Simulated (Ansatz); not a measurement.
# C₂H radical: how energies converge with the basis set

Aim: see how fast density functionals and correlated methods converge with the basis set for C₂H radical.

Method: one geometry, several basis sets; program: Ansatz 0.2.0, Gaussian basis.

Levels to be run: PBE0-D4/def2-SVP; ωB97M-V/def2-SVP; PBE0-D4/def2-QZVPP; ωB97M-V/def2-QZVPP; CCSD(T)/cc-pV(D+d)Z; CCSD(T)/cc-pV(T+d)Z; CCSD(T)/cc-pV(Q+d)Z; the functionals' def2-TZVPP values are taken from earlier runs.

## (1) The geometry

The geometry comes from an earlier relaxation with PBE0-D4 in a triple-zeta def2 set; it is a stationary point.

SMILES `[C]#C`, 3 atoms, charge 0, spin multiplicity 2.

Atoms are counted from 1 here; the program's logs count them from 0.

Bond lengths: C1–C2 1.200 Å, C2–H3 1.066 Å. Angles: C1–C2–H3 179.9°.

## (2) PBE0-D4 in def2-SVP

in.yaml reads:

```yaml
crystal:
  periodic: [false, false, false]
  atoms:
    - {symbol: C, position_ang: [0.615317, 0.875826, 0.435254]}
    - {symbol: C, position_ang: [-0.023943, -0.034020, -0.016449]}
    - {symbol: H, position_ang: [-0.591375, -0.841806, -0.418815]}
basis:
  gaussian: {orbitals: def2-SVP}
magnetization: {spin_polarized: true, initial_magnetization: 1}
hamiltonian: {xc: pbe0, dispersion: d4}
output: {orbitals: {seedname: orbitals}}
```

The runs that follow: ωB97M-V in def2-SVP; PBE0-D4 in def2-QZVPP; ωB97M-V in def2-QZVPP; CCSD(T) in cc-pV(D+d)Z; CCSD(T) in cc-pV(T+d)Z; CCSD(T) in cc-pV(Q+d)Z.

**Question.** What will the summary of the whole plan be? Wanted: MP2 correlation recovered, cc-pV(D+d)Z; MP2 correlation recovered, cc-pV(T+d)Z; MP2 correlation recovered, cc-pV(Q+d)Z; CCSD(T) limit from def2 sets; PBE0-D4: double and triple zeta above quadruple; ωB97M-V: double and triple zeta above quadruple.

The runs gave:

| quantity | value |
| --- | --- |
| MP2 correlation recovered, cc-pV(D+d)Z | 72.2 % |
| MP2 correlation recovered, cc-pV(T+d)Z | 89.5 % |
| MP2 correlation recovered, cc-pV(Q+d)Z | 95.6 % |
| CCSD(T) limit from def2 sets (earlier runs) less the limit of this series | 6 meV |
| PBE0-D4: double and triple zeta above quadruple | 2.47, 0.12 eV |
| ωB97M-V: double and triple zeta above quadruple | 2.57, 0.10 eV |

In words: For PBE0-D4 the step from double to triple zeta gains 2.35 eV and the next only 0.12 eV. Correlation climbs from 72 % (cc-pV(D+d)Z) to 96 % (cc-pV(Q+d)Z) of the limit; Hartree-Fock is 0.040 eV from its own by then. A limit from the def2 sets, made apart, differs by 6 meV, a least measure of the doubt on such a limit. Total energies overstate the basis error of differences, where much of it tends to cancel.
